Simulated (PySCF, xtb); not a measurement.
Bond stretch in SMILES CN, singlet. The C1–N5 bond (C1 also carries H, H, H; N5 carries H, H) is pulled apart rigidly from the PBE0/def2-TZVP optimised geometry.

Computed with: UCCSD = CCSD on UHF/cc-pVDZ, 2 core orbitals frozen (PySCF 2.14.0); UKS-B3LYP/3-21G = unrestricted B3LYP/3-21G (PySCF); GFN1-xTB (xtb).

Energies are in kcal/mol, each relative to the lowest point of its own curve near equilibrium.

```
R / Å  UCCSD  UKS-B3LYP/3-21G  GFN1-xTB
-----  -----  ---------------  --------
1.16    68.2             69.4         …
1.23    34.8             36.7         …
1.32    10.9             12.8       8.6
1.38     3.3                …       2.3
1.41     1.2              2.2         …
1.45     0.0              0.5       0.0
1.49     0.2              0.0       0.6
1.54     1.9              0.9         …
1.59     5.0              3.2       6.0
1.70    14.7             11.5      16.3
1.78    23.1                …      25.3
1.95    42.3             38.3      45.7
2.19    68.0             64.8      72.5
2.40    83.1             82.5      91.0
2.59    89.2             90.9     103.3
2.87    92.0             96.6     115.0
3.18    92.7             99.2     122.1
3.55    93.0            100.7         —
3.93    93.2            101.3         —
4.34    93.3            101.4         —
5.15    93.3            101.3         —
```

Q: Some entries are withheld; supply them.

A: 
- 1.16, GFN1-xTB: 59.8
- 1.23, GFN1-xTB: 29.5
- 1.38, UKS-B3LYP/3-21G: 4.6
- 1.41, GFN1-xTB: 0.7
- 1.54, GFN1-xTB: 2.7
- 1.78, UKS-B3LYP/3-21G: 19.4

Dashes: no converged value, or the column stops at the first point that the program doubted or that broke a chosen test of continuity, which isn't proof of a fault.

The unrestricted determinant behind UCCSD is spin-contaminated at 1.95 to 5.15 Å (<S²> up to 1.0, against 0.00 for a pure singlet). The unrestricted determinant behind UKS-B3LYP/3-21G is spin-contaminated at 2.40 to 5.15 Å (<S²> up to 1.0, against 0.00 for a pure singlet).
